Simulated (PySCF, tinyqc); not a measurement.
Worked calculation: CID on RHF in the sto-6g basis, frozen core, for HF, spin multiplicity 1. The lowest restricted solution is unstable here: a spin-polarised one lies 0.0313 hartree lower (PySCF). One step of it, computed by the program tinyqc.

Problem. CID: roots. Diagonalise (each vector has its largest component positive (the first on a tie)); all determinants have Ms = 0, so triplets appear too. The lowest singlet root is the correlation energy.

Occupation strings over the orbitals (2 doubly, a alpha, b beta, 0 empty; spin orbitals ordered 1a 1b 2a 2b ...): 222220 222202 2a22b2 222022 220222 2b22a2 202222

H - E(HF) between determinants (hartree):
```
           222220     222202     2a22b2     222022     220222     2b22a2     202222
222220   0.000000   0.252077  -0.027691   0.027833   0.027833   0.027691   0.090612
222202   0.252077   0.694069   0.053585   0.032335   0.032335  -0.053585   0.124477
2a22b2  -0.027691   0.053585   1.550204   0.021395   0.021395  -0.124477   0.090463
222022   0.027833   0.032335   0.021395   0.754491   0.053789  -0.021395   0.191904
220222   0.027833   0.032335   0.021395   0.053789   0.754491  -0.021395   0.191904
2b22a2   0.027691  -0.053585  -0.124477  -0.021395  -0.021395   1.550204  -0.090463
202222   0.090612   0.124477   0.090463   0.191904   0.191904  -0.090463   2.602922
```

Give: lowest roots of this matrix, relative to E(HF); lowest vectors; <S^2> of these roots; weight of the ground state by excitation level 0, 1, 2, ....

Solution.

lowest roots of this matrix, relative to E(HF) (hartree): -0.085  0.701  0.732  0.797  1.426  1.662  2.675

lowest vectors:
```
        root 1  root 2  root 3  root 4
222220   0.951   0.000   0.215   0.219
222202  -0.307   0.000   0.710   0.627
2a22b2   0.026   0.000  -0.017  -0.040
222022  -0.016   0.707  -0.473   0.515
220222  -0.016  -0.707  -0.473   0.515
2b22a2  -0.026   0.000   0.017   0.040
202222  -0.017   0.000   0.041  -0.160
```

<S^2> of these roots: 0.000  0.000  0.000  0.000  2.000  0.000  0.000

weight of the ground state by excitation level 0, 1, 2, ...: 0.904  0.000  0.096
